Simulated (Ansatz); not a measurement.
`[AlH3-][NH2+][SiH3]`. The species carries charge 0 and has multiplicity 1. Geometry: relaxed with PBE0-D4/def2-TZVP.

```xyz
11

Al   -1.120   -0.529   -1.148
N     0.055    0.808   -0.092
Si    1.007   -0.078    1.140
H    -0.973   -1.767   -0.132
H    -0.282   -0.618   -2.511
H    -2.524    0.240   -1.163
H     0.640    1.294   -0.766
H    -0.561    1.503    0.319
H     1.982    0.865    1.749
H     1.722   -1.164    0.441
H     0.054   -0.553    2.162
```

Task: What is the dipole moment at B3LYP/def2-TZVPP? (Best estimate.)

Result: Ansatz gave: 4.77 D, with components (2.70, 3.03, 2.50) D in this frame, pointing from negative to positive charge.

Task: And with PBE, r2SCAN, ωB97M-V? (Estimate.)

Result: Ansatz gave: PBE 4.67 D, r2SCAN 4.78 D, ωB97M-V 4.80 D.

Task: Give the Mulliken charges with B3LYP, ωB97M-V, PBE in def2-TZVPP. (An estimate is asked.)

Result: Computed: 
| atom | B3LYP | ωB97M-V | PBE |
| --- | --- | --- | --- |
| Al1 | 0.28 | 0.20 | 0.17 |
| N2 | -0.19 | -0.21 | -0.17 |
| Si3 | 0.29 | 0.19 | 0.22 |
| H4 | -0.21 | -0.18 | -0.17 |
| H5 | -0.20 | -0.16 | -0.16 |
| H6 | -0.19 | -0.16 | -0.16 |
| H7 | 0.15 | 0.14 | 0.17 |
| H8 | 0.15 | 0.14 | 0.17 |
| H9 | -0.05 | -0.01 | -0.04 |
| H10 | -0.02 | 0.03 | 0.00 |
| H11 | -0.02 | 0.02 | -0.01 |

B3LYP here is the variant with VWN-RPA as its local correlation; programs differ in this.
